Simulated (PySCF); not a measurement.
**Electric field gradients and quadrupole coupling constants**

Compound: methyl cyclopropyl ketone, C5H8O.
Geometry (PBE0-D3(BJ)/def2-TZVP, Å), atoms numbered from 1 in this order:
```xyz
14
C5H8O angstrom
C      2.0188   -0.4459   -0.7706
C      0.7625   -0.5374    0.0499
O      0.6819   -1.2492    1.0249
C     -0.3761    0.3033   -0.3977
C     -1.2184    0.9430    0.6842
C     -1.7680   -0.1900   -0.0912
H      1.8127   -0.7559   -1.7994
H      2.7953   -1.0769   -0.3429
H      2.3607    0.5921   -0.8150
H     -0.2320    0.8668   -1.3114
H     -0.8996    0.7423    1.6991
H     -1.5892    1.9412    0.4907
H     -1.8184   -1.1519    0.4031
H     -2.5319    0.0060   -0.8323
```

Field gradients from the PBE0/pcSseg-2 density (PySCF, non-relativistic), principal values in atomic units, ordered |Vxx| ≤ |Vyy| ≤ |Vzz|:

```csv
atom,Vxx,Vyy,Vzz
O3,0.5546,1.3002,-1.8549
```

Task: Find the asymmetry η = (Vxx − Vyy)/Vzz and the couplings χ = eQV/h (234.96 MHz × Q in barn × V in au), with Q(17O) = −0.0256 b.

Result: 
```csv
atom,environment,nucleus,η,χzz (MHz),χxx (MHz),χyy (MHz)
O3,ketone oxygen,17O,0.40,11.16,-3.34,-7.82
```

Task: What is Vzz at O3 in SI units (1 au = 9.71736 × 10²¹ V/m²)?

Result: -1.8549 au = -18.024 × 10²¹ V/m².

Task: And the gradient at the other heavy atoms, for which no coupling is worked out here?

Result: 
```json
{"atom": "C1", "environment": "methyl carbon next to a carbonyl", "Vzz (au)": "-0.056", "η": "0.31"}
{"atom": "C2", "environment": "ketone carbonyl carbon", "Vzz (au)": "0.577", "η": "0.02"}
{"atom": "C4", "environment": "sp3 carbon next to a carbonyl", "Vzz (au)": "0.179", "η": "0.37"}
{"atom": "C5", "environment": "three-membered-ring carbon", "Vzz (au)": "0.199", "η": "0.29"}
{"atom": "C6", "environment": "three-membered-ring carbon", "Vzz (au)": "0.193", "η": "0.32"}
```

Were the hydrogens deuterons (Q(2H) = 0.00286 b), χzz would run from 191 kHz (H7 and H9) to 201 kHz (H14 and H12).

One conformer (not necessarily the lowest) at the PBE0-D3(BJ)/def2-TZVP geometry, without solvent, vibrations or thermal averaging.
